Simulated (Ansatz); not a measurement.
`C=S`. Total charge 0; spin multiplicity 1. The structure was optimised at the PBE0-D4/def2-TZVP level.

```xyz
4

C     0.009    0.077   -0.077
S    -0.127   -1.055    1.045
H    -0.116    1.137    0.149
H     0.233   -0.160   -1.117
```

(1) What is the dipole moment at ωB97M-V/def2-TZVPP? (Best estimate.)

(2) And with PBE, r2SCAN, B3LYP? (Best estimate.)

(3) Give the Mulliken charges with ωB97M-V, r2SCAN, B3LYP in def2-TZVPP. (Estimate.)

Answers

(1) The calculation gave: 1.68 D, with components (0.14, 1.19, -1.18) D in this frame, pointing from negative to positive charge.

(2) Ansatz gave: PBE 1.61 D, r2SCAN 1.75 D, B3LYP 1.68 D.

(3) Ansatz gave: 
```json
{"atom": "C1", "ωB97M-V": "-0.16", "r2SCAN": "-0.07", "B3LYP": "-0.13"}
{"atom": "S2", "ωB97M-V": "-0.11", "r2SCAN": "-0.14", "B3LYP": "-0.14"}
{"atom": "H3", "ωB97M-V": "0.13", "r2SCAN": "0.10", "B3LYP": "0.13"}
{"atom": "H4", "ωB97M-V": "0.13", "r2SCAN": "0.10", "B3LYP": "0.13"}
```

B3LYP here is the variant with VWN-RPA as its local correlation; programs differ in this.
